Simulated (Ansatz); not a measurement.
C$_{2}$H$_{4}$FNO (`N=COCF`). Charge 0, multiplicity 1. The geometry is a stationary point of PBE0-D4/def2-TZVP. It is one conformer, not always the lowest.

```xyz
9

N    -1.501   -0.879   -0.322
C    -1.207    0.105    0.404
O    -0.024    0.723    0.597
C     1.079    0.225   -0.101
F     2.129    0.996    0.250
H    -0.719   -1.266   -0.844
H    -1.967    0.597    1.007
H     0.923    0.310   -1.183
H     1.287   -0.811    0.192
```

**Question.** What is the dipole moment at PBE/def2-TZVPP? (Best estimate.)

**Answer.** Ansatz gave: 1.15 D, with components (0.95, -0.36, -0.54) D in this frame, pointing from negative to positive charge.

**Question.** And with r2SCAN, B3LYP, ωB97M-V? (An estimate is asked.)

**Answer.** The calculation gave: r2SCAN 1.15 D, B3LYP 1.14 D, ωB97M-V 1.13 D.

**Question.** Give the Mulliken charges with PBE, r2SCAN, ωB97M-V in def2-TZVPP. (Best estimate.)

**Answer.** Computed: 
```tsv
atom	PBE	r2SCAN	ωB97M-V
N1	-0.25	-0.33	-0.27
C2	0.06	0.18	0.13
O3	-0.16	-0.23	-0.22
C4	0.09	0.23	0.08
F5	-0.17	-0.21	-0.20
H6	0.13	0.14	0.10
H7	0.11	0.09	0.13
H8	0.10	0.06	0.12
H9	0.10	0.06	0.12
```

B3LYP here is the variant with VWN-RPA as its local correlation; programs differ in this.
